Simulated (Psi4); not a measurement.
# AlCl (aluminium monochloride): wB97X-D/def2-QZVPP (sweep point 12)

Wanted: a structure relaxation of AlCl (aluminium monochloride). 

The calculation is run with Psi4 1.11.

3 further runs of the same task are left out: 3 set aside as unsound or not needed.

## Step 1: Starting point

The species is AlCl (2 atoms), meant as a singlet with charge 0. SMILES: `[Al][Cl]`. The bond length is the measured one. The run starts from this shape.

Bond lengths: Al1–Cl2 2.130 Å.

## Step 2: A structure relaxation at wB97X-D/def2-QZVPP (sweep point 12)

Contents of alcl.inp:

```
memory 1600 MB

molecule {
  0 1
  Al     0.000000     0.000000     0.000000
  Cl     0.000000     0.000000     2.130113
  symmetry c1
}

set {
  basis def2-QZVPP
  puream true
  scf_type pk
  dft_radial_points 99
  dft_spherical_points 590
  g_convergence gau_tight
  geom_maxiter 50
}

E, wfn = optimize('wb97x-d', return_wfn=True)
```

Run with:

```sh
psi4 -n 1 alcl.inp alcl.out
```

alcl.out:

```text
[...]
  Running in c1 symmetry.
[...]
  Nuclear repulsion =   54.902328448335837
[...]
  Multiplicity = 1
[...]
  Nalpha       = 15
  Nbeta        = 15
[...]
    Number of basis functions: 140
[...]
   @RKS iter   1:  -702.67680143103291   -4.83061e-01   2.66636e-03 DIIS/ADIIS
[...]
   @RKS iter   4:  -702.71298243824504   -3.18323e-12   5.81715e-09 DIIS
[...]
    Orbital Energies [Eh]
    ---------------------
    Doubly Occupied:
       1A   -101.678746     2A    -56.212682     3A     -9.563058
       4A     -7.305190     5A     -7.303497     6A     -7.303497
       7A     -4.275786     8A     -2.815113     9A     -2.815113
      10A     -2.810826    11A     -0.898883    12A     -0.490273
      13A     -0.411180    14A     -0.411180    15A     -0.323084
[...]
  @RKS Final Energy:  -702.71298243824504
   => Energetics <=
    Nuclear Repulsion Energy =             54.6183415995589456
    One-Electron Energy =               -1081.8967328745966370
    Two-Electron Energy =                 358.7506263215017270
    DFT Exchange-Correlation Energy =     -34.1851881192520821
    Empirical Dispersion Energy =          -0.0000293654571142
    VV10 Nonlocal Energy =                  0.0000000000000000
    Total Energy =                       -702.7129824382450352
[...]
 Multipole Moments:
 ------------------------------------------------------------------------------------
     Multipole            Electronic (a.u.)      Nuclear  (a.u.)        Total (a.u.)
 ------------------------------------------------------------------------------------
 L = 1.  Multiply by 2.5417464519 to convert [e a0] to [Debye]
 Dipole X            :         -0.0000000            0.0000000           -0.0000000
 Dipole Y            :         -0.0000000            0.0000000           -0.0000000
 Dipole Z            :         -0.8667142            0.2672063           -0.5995079
 Magnitude           :                                                    0.5995079
[...]
  -Total Gradient:
     Atom            X                  Y                   Z
    ------   -----------------  -----------------  -----------------
       1       -0.000000000000     0.000000000000    -0.000116505604
       2        0.000000000000     0.000000000000    -0.000117882579
[...]
    Final optimized geometry and variables:
    Molecular point group: c1
    Full point group: C_inf_v
    Geometry (in Angstrom), charge = 0, multiplicity = 1:
    AL           0.000000000000     0.000000000000    -1.208626820312
    CL           0.000000000000     0.000000000000     0.932561654716
    Psi4 run time: 0:04:09.01
[...]
```

On the terminal:

```text
Optimizer: Optimization complete!
```

Wall time 4.2 min (1 thread of Intel Xeon 6975P-C (Granite Rapids), shared host); peak memory 1.4 GiB.

Step by step:

```
step  energy from the first frame kept (eV)  largest force (eV/Å)
   0                                 0.0000                0.1479
   1                                -0.0007                0.0666
   2                                -0.0008                0.0075
   3                                -0.0008                0.0061
```

After the run. Bond lengths: Al1–Cl2 2.141 Å.

## Step 3: What came out

Level: wB97X-D/def2-QZVPP (sweep point 12).

| quantity | value |
| --- | --- |
| total energy at the end | -702.71298 Eh |
| dipole moment | 1.52 D |
| HOMO energy | -8.79 eV |
| LUMO energy | -0.09 eV |
| HOMO–LUMO gap | 8.71 eV |
| bond length | 2.141 Å |
| dispersion energy | -0.08 kJ/mol |

At the final geometry: Bond lengths: Al1–Cl2 2.141 Å. The optimisation took 4 steps and changed the energy by -0.001 eV.
